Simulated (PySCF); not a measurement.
C₂F₄, SMILES FC(F)=C(F)F. Atoms are numbered in the order given.

```xyz
6

F      0.0000     1.1018    -1.3861
C      0.0000     0.0000    -0.6670
F      0.0000    -1.1018    -1.3861
C      0.0000     0.0000     0.6670
F      0.0000    -1.1018     1.3861
F      0.0000     1.1018     1.3861
```

The structure is a stationary point at r2SCAN-D4/def2-SVP.

Method: r2SCAN-D4/def2-SVP run with PySCF.

No scaling factor is applied to the harmonic values.

Computed normal modes with their intensities:
```
mode  ν (cm⁻¹)  IR (km/mol)  Raman (Å⁴/amu)  depolarisation  moving atoms (share of kinetic energy)
----  --------  -----------  --------------  --------------  --------------------------------------
1          200          0.0             0.0               –                                 F 100 %
2          203          4.9             0.0               –                                  F 92 %
3          399          0.0             2.3            0.60                                 F 100 %
4          414          2.4             0.0               –                          C 76 %, F 24 %
5          485          0.0            17.5            0.75                                  C 93 %
6          552          0.0             2.9            0.75                          F 84 %, C 16 %
7          559          1.7             0.0               –                          F 85 %, C 15 %
8          805          0.0            10.6            0.10                                  F 96 %
9         1208        403.8             0.0               –                          C 61 %, F 39 %
10        1366        441.4             0.0               –                          C 68 %, F 32 %
11        1370          0.0             0.0               –                          C 80 %, F 20 %
12        1920          0.0            13.1            0.31                                  C 95 %
```
